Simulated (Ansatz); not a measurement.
Input file:

```yaml
crystal:
  periodic: [false, false, false]
  atoms:
    - { symbol: B, position_ang: [0.0, 0.0, 0.0] }
    - { symbol: H, position_ang: [0.869, 0.0, 1.0849] }
    - { symbol: H, position_ang: [1.374, 0.0, 0.2102] }
    - { symbol: F, position_ang: [-1.1431, 0.0, -0.66] }
basis:
  gaussian: { orbitals: def2-SVP }
hamiltonian:
  xc: blyp
  dispersion: d4
relax:
  f_tol: 0.15
  max_steps: 25
  restrain:
    - { distance: [1, 2], at: 0.66, k: 30.0 }
    - { distance: [0, 1], at: 2.39, k: 30.0 }
    - { distance: [0, 2], at: 2.39, k: 30.0 }
```

Run as:

```bash
$ ansatz run input.yaml --threads 1 --pin off --max-ram 2048MiB --backend cpu --events-out ev --progress --plain --runs-dir out
```

Hardware: 1 thread of Arm Neoverse V2 (shared host).

Q: Roughly how long does this run take, and how much memory?

A: 6.8 s, with a peak of 0.096 GiB, for 14 ionic steps.
